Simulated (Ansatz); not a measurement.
C$_{4}$H$_{7}$F, SMILES `C=C(C)CF`, relaxed with RKS PBE-D4/def2-SVP in Ansatz 0.2.0 from a rough embedded geometry. The force threshold is 0.03 eV/Å; the program also tests the step.

The species carries charge 0 and has multiplicity 1.

Start:

```xyz
12

C    -1.481   -0.189    0.016
C    -0.191   -0.030   -0.010
C     0.644   -0.572    1.076
C     0.551    0.731   -1.013
F    -0.265    1.183   -2.062
H    -2.072   -0.723    0.752
H    -2.127    0.211   -0.821
H     1.367   -1.266    0.757
H     0.029   -1.136    1.881
H     1.179    0.216    1.626
H     1.288    0.019   -1.563
H     1.077    1.557   -0.639
```

```json
{"step": "1", "energy (eV)": "-6964.4241", "largest force (eV/Å)": "4.203", "largest move (Å)": "0.000"}
{"step": "2", "energy (eV)": "-6964.8305", "largest force (eV/Å)": "1.421", "largest move (Å)": "0.057"}
{"step": "3", "energy (eV)": "-6964.8700", "largest force (eV/Å)": "0.575", "largest move (Å)": "0.144"}
{"step": "4", "energy (eV)": "-6964.8910", "largest force (eV/Å)": "0.365", "largest move (Å)": "0.105"}
{"step": "5", "energy (eV)": "-6964.8962", "largest force (eV/Å)": "0.164", "largest move (Å)": "0.014"}
{"step": "6", "energy (eV)": "-6964.8972", "largest force (eV/Å)": "0.024", "largest move (Å)": "0.007"}
```

End:

```xyz
12

C    -1.547   -0.185   -0.031
C    -0.210   -0.040    0.021
C     0.657   -0.582    1.125
C     0.533    0.700   -1.061
F    -0.299    1.189   -2.049
H    -2.097   -0.724    0.755
H    -2.120    0.237   -0.869
H     1.423   -1.286    0.731
H     0.057   -1.120    1.884
H     1.214    0.231    1.640
H     1.288    0.024   -1.531
H     1.100    1.554   -0.615
```

Hardware: 4 threads of an AMD EPYC 9R45 on a shared host. Wall time 3 s, peak host memory 0.16 GiB.
